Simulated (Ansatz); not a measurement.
Worked example: correlation energy of Al–AlH–Cl, quintet

Geometry: that of the Al–AlH–Cl, triplet, kept fixed. The triplet lies 3.6 eV lower here.

```yaml
atoms:
  - { symbol: Al, position_ang: [0.0000, -0.3948, 2.2333] }
  - { symbol: Al, position_ang: [0.0000, 0.8333, 0.0097] }
  - { symbol: Cl, position_ang: [0.0000, -0.4023, -1.7036] }
  - { symbol: H, position_ang: [0.0000, 2.4107, -0.1201] }
```

Basis cc-pVDZ; Ansatz 0.2.0. Only valence electrons are correlated (noble-gas cores frozen), which leaves 14 electrons in 44 orbitals. Prefix R: restricted or restricted open-shell reference; prefix U: unrestricted.

Full CI isn't at hand for all of this; UCCSDT(Q) serves as the reference, and is uncertain by about the last step of the cluster series.

Runs differ by some tens of microhartree through their thresholds and, for an open shell, their frozen cores, so steps under 0.03 kcal/mol mean nothing.

```tsv
level	total energy (hartree)
UHF	-943.841036
UMP2	-944.041226
UCCSD	-944.071427
UCCSD(T)	-944.077103
UCCSDT	-944.078334
UCCSDT(Q)	-944.078864
```

Q: What is the correlation energy at UCCSDT(Q), and what share of it do UMP2 and UCCSD recover?

A: E(corr) = -944.078864 − (-943.841036) = -0.237828 hartree = -6.472 eV. UMP2: -0.200190 / -0.237828 = 84.17 %. UCCSD: -0.230391 / -0.237828 = 96.87 %.

Q: By how many kcal/mol does UCCSD(T) miss UCCSDT(Q) (1 hartree = 627.509 kcal/mol), and which steps make up the rest?

A: -944.077103 − (-944.078864) = 0.001761 hartree = 1.11 kcal/mol. Steps: UCCSDT − UCCSD(T) = -0.77, UCCSDT(Q) − UCCSDT = -0.33 kcal/mol. Differences between like states or geometries often cancel part of this.
